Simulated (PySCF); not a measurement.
dimethyl ether cation (C₂H₆O), SMILES O(C)C (connectivity only; charge and spin as stated), charge +1, multiplicity 2. Atoms are numbered in the order given.

```xyz
9

C      1.2253     0.0000     0.1885
O      0.0000     0.0000    -0.5034
C     -1.2253     0.0000     0.1885
H      1.0971     0.0000     1.2688
H      1.7747     0.8762    -0.1932
H      1.7747    -0.8762    -0.1932
H     -1.0971     0.0000     1.2688
H     -1.7747    -0.8762    -0.1932
H     -1.7747     0.8762    -0.1932
```
Charge +1, spin multiplicity 2.

Coordinates come from a ωB97X-D3(BJ)/def2-TZVP optimisation. The spin state was assumed, not searched.

Computed with PBE/pcH-1 (PySCF).

Unrestricted Kohn–Sham, ⟨S²⟩ = 0.752. Hyperfine tensors hold the contact and dipolar terms, without spin-orbit corrections.

Computed hyperfine couplings:
```csv
nucleus,A(iso) (MHz),A(iso) (G),dipolar principal values (MHz)
13C no. 1,-26.8,-9.6,"-12.8, -6.3, 19.1"
17O no. 2,-40.8,-14.6,"-211.1, 104.4, 106.7"
13C no. 3,-26.8,-9.6,"-12.8, -6.3, 19.1"
1H no. 4,-5.6,-2.0,"-4.8, -4.7, 9.5"
1H no. 5,206.5,73.7,"-10.7, -5.5, 16.1"
1H no. 6,206.5,73.7,"-10.7, -5.5, 16.1"
1H no. 7,-5.6,-2.0,"-4.8, -4.7, 9.5"
1H no. 8,206.5,73.7,"-10.7, -5.5, 16.1"
1H no. 9,206.5,73.7,"-10.7, -5.5, 16.1"
```

**Question.** And the g tensor (effective nuclear charges for spin-orbit coupling, GIAO)? (The exact figures need the calculation; the answer reports its results.)

**Answer.** principal values 2.0021, 2.0073, 2.0132; isotropic 2.0075.
